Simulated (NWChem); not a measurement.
System: Na cation

Parts of the log:

```
             Northwest Computational Chemistry Package (NWChem) 7.3.0
             --------------------------------------------------------

                             Geometry "geometry" -> ""
                             -------------------------

 Output coordinates in angstroms (scale by  1.889725989 to convert to a.u.)

  No.       Tag          Charge          X              Y              Z
 ---- ---------------- ---------- -------------- -------------- --------------
    1 Na                  11.0000     0.00000000     0.00000000     0.00000000

 Effective nuclear repulsion energy (a.u.)       0.0000000000

                                 NWChem DFT Module
                                 -----------------

 Summary of "ao basis" -> "ao basis" (spherical)
 ------------------------------------------------------------------------------
       Tag                 Description            Shells   Functions and Types
 ---------------- ------------------------------  ------  ---------------------
 Na                          sto-3g                  5        9   3s2p

            General Information
            -------------------
          SCF calculation type: DFT
          Wavefunction type:  closed shell.
          No. of atoms     :     1
          No. of electrons :    10
           Alpha electrons :     5
            Beta electrons :     5
          Charge           :     1
          Spin multiplicity:     1
          Use of symmetry is: off; symmetry adaption is: off
          Maximum number of iterations: 150
          AO basis - number of functions:     9
                     number of shells:     5
          Convergence on energy requested:  1.00D-06
          Convergence on density requested:  1.00D-05
          Convergence on gradient requested:  5.00D-04

              XC Information
              --------------
                         PBE0 Method XC Functional
                     Hartree-Fock (Exact) Exchange  0.250
          PerdewBurkeErnzerhof Exchange Functional  0.750
            Perdew 1991 LDA Correlation Functional  1.000 local
           PerdewBurkeErnz. Correlation Functional  1.000 non-local

             Grid Information
             ----------------
          Grid used for XC integration:  medium
          Radial quadrature: Mura-Knowles
          Angular quadrature: Lebedev.
          Tag              B.-S. Rad. Rad. Pts. Rad. Cut. Ang. Pts.
          ---              ---------- --------- --------- ---------
          Na                  1.80       88           4.0       434
          Grid pruning is: on
          Number of quadrature shells:    88
          Spatial weights used:  Erf1

      Superposition of Atomic Density Guess
      -------------------------------------

 Sum of atomic energies:        -159.66821118

 Renormalizing density from      11.00 to     10

      Non-variational initial energy
      ------------------------------

 Total energy =    -150.587768
 1-e energy   =    -205.911281
 2-e energy   =      55.323514
 HOMO         =      -2.296392
 LUMO         =      -0.206137

     ---------------------------------------------
      Total Density - Mulliken Population Analysis
     ---------------------------------------------

    Atom       Charge   Shell Charges
 -----------   ------   -------------------------------------------------------
    1 Na  11    10.00   2.00  1.99  5.72  0.02  0.28

   convergence    iter        energy       DeltaE   RMS-Dens  Diis-err
 ---------------- ----- ----------------- --------- --------- ---------
 d= 0,ls=0.0,diis     1   -159.9388089197 -1.60D+02  9.54D-02  1.21D+00
 d= 0,ls=0.0,diis     2   -160.0151680506 -7.64D-02  3.43D-02  4.82D-01
 d= 0,ls=0.0,diis     3   -160.0557351756 -4.06D-02  3.89D-04  6.01D-05
 d= 0,ls=0.0,diis     4   -160.0557403813 -5.21D-06  6.59D-06  1.24D-08
 d= 0,ls=0.0,diis     5   -160.0557403824 -1.12D-09  5.02D-08  1.23D-12

         Total DFT energy =     -160.055740382415
      One electron energy =     -221.410051927424
           Coulomb energy =       75.352813657798
    Exchange-Corr. energy =      -13.998502112788
 Nuclear repulsion energy =        0.000000000000

 Numeric. integr. density =        9.999999996486

                       DFT Final Molecular Orbital Analysis
                       ------------------------------------

 Vector    3  Occ=2.000000D+00  E=-1.436075D+00
              MO Center=  1.5D-17, -9.8D-19,  4.8D-18, r^2= 2.5D-01
   Bfn.  Coefficient  Atom+Function         Bfn.  Coefficient  Atom+Function
  ----- ------------  ---------------      ----- ------------  ---------------
     3      0.860195  1 Na px                 5      0.276564  1 Na pz
     7      0.169098  1 Na px                 4     -0.055853  1 Na py
     9      0.054367  1 Na pz

 Vector    4  Occ=2.000000D+00  E=-1.436075D+00
              MO Center= -9.5D-19,  3.4D-18,  3.6D-18, r^2= 2.5D-01
   Bfn.  Coefficient  Atom+Function         Bfn.  Coefficient  Atom+Function
  ----- ------------  ---------------      ----- ------------  ---------------
     5      0.650882  1 Na pz                 4      0.605821  1 Na py
     3     -0.169930  1 Na px                 9      0.127951  1 Na pz
     8      0.119093  1 Na py                 7     -0.033405  1 Na px

 Vector    5  Occ=2.000000D+00  E=-1.436075D+00
              MO Center=  3.3D-18,  9.9D-18, -8.3D-18, r^2= 2.5D-01
   Bfn.  Coefficient  Atom+Function         Bfn.  Coefficient  Atom+Function
  ----- ------------  ---------------      ----- ------------  ---------------
     4      0.670376  1 Na py                 5     -0.565162  1 Na pz
     3      0.225235  1 Na px                 8      0.131783  1 Na py
     9     -0.111100  1 Na pz                 7      0.044277  1 Na px

 Vector    6  Occ=0.000000D+00  E=-4.598950D-02
              MO Center= -4.4D-16,  6.2D-17, -1.2D-18, r^2= 1.4D+00
   Bfn.  Coefficient  Atom+Function         Bfn.  Coefficient  Atom+Function
  ----- ------------  ---------------      ----- ------------  ---------------
     6      1.124823  1 Na s                  2     -0.613204  1 Na s
     1      0.153132  1 Na s

 Vector    7  Occ=0.000000D+00  E= 2.365893D-01
              MO Center=  5.0D-16, -2.3D-17, -4.7D-17, r^2= 1.4D+00
   Bfn.  Coefficient  Atom+Function         Bfn.  Coefficient  Atom+Function
  ----- ------------  ---------------      ----- ------------  ---------------
     7      1.107287  1 Na px                 3     -0.668315  1 Na px
     9     -0.103236  1 Na pz                 5      0.062309  1 Na pz
     8     -0.051047  1 Na py                 4      0.030810  1 Na py

 Vector    8  Occ=0.000000D+00  E= 2.365893D-01
              MO Center=  8.2D-18,  1.8D-16,  2.7D-19, r^2= 1.4D+00
   Bfn.  Coefficient  Atom+Function         Bfn.  Coefficient  Atom+Function
  ----- ------------  ---------------      ----- ------------  ---------------
     8      1.112071  1 Na py                 4     -0.671202  1 Na py
     7      0.051426  1 Na px                 3     -0.031039  1 Na px

     ---------------------------------------------
      Total Density - Mulliken Population Analysis
     ---------------------------------------------

    Atom       Charge   Shell Charges
 -----------   ------   -------------------------------------------------------
    1 Na  11    10.00   2.00  1.92  5.36  0.08  0.64

     -------------------------------------------
      Total Density - Lowdin Population Analysis
     -------------------------------------------

    Atom       Charge   Shell Charges
 -----------   ------   -------------------------------------------------------
    1 Na  11    10.00   1.99  1.81  5.10  0.19  0.90

            General Information
            -------------------
          SCF calculation type: DFT
          Wavefunction type:  closed shell.
          No. of atoms     :     1
          No. of electrons :    10
           Alpha electrons :     5
            Beta electrons :     5
          Charge           :     1
          Spin multiplicity:     1
          Use of symmetry is: off; symmetry adaption is: off
          Maximum number of iterations: 150
          AO basis - number of functions:     9
                     number of shells:     5
          Convergence on energy requested:  1.00D-06
          Convergence on density requested:  1.00D-05
          Convergence on gradient requested:  5.00D-04

              XC Information
              --------------
                         PBE0 Method XC Functional
                     Hartree-Fock (Exact) Exchange  0.250
          PerdewBurkeErnzerhof Exchange Functional  0.750
            Perdew 1991 LDA Correlation Functional  1.000 local
           PerdewBurkeErnz. Correlation Functional  1.000 non-local

             Grid Information
             ----------------
          Grid used for XC integration:  medium
          Radial quadrature: Mura-Knowles
          Angular quadrature: Lebedev.
          Tag              B.-S. Rad. Rad. Pts. Rad. Cut. Ang. Pts.
          ---              ---------- --------- --------- ---------
          Na                  1.80       88           4.0       434
          Grid pruning is: on
          Number of quadrature shells:    88
          Spatial weights used:  Erf1

          Convergence Information
          -----------------------
          Convergence aids based upon iterative change in
          total energy or number of iterations.
          Levelshifting, if invoked, occurs when the
          HOMO/LUMO gap drops below (HL_TOL):  1.00D-02
          DIIS, if invoked, will attempt to extrapolate
          using up to (NFOCK): 10 stored Fock matrices.

[...]

                         DFT ENERGY GRADIENTS

    atom               coordinates                        gradient
                 x          y          z           x          y          z
   1 Na      0.000000   0.000000   0.000000    0.000000   0.000000  -0.000000
```

Level: PBE0/STO-3G. 

### Question
Which NWChem input produces such a log?

### Answer
This is not unique; one that fits is the input that was run:
```
start job
memory heap 200 mb stack 900 mb global 1100 mb
charge 1
geometry units angstroms noautoz
  Na     0.000000     0.000000     0.000000
end
basis spherical
  * library sto-3g
end
dft
  xc pbe0
  iterations 150
  mulliken
end
task dft gradient
```
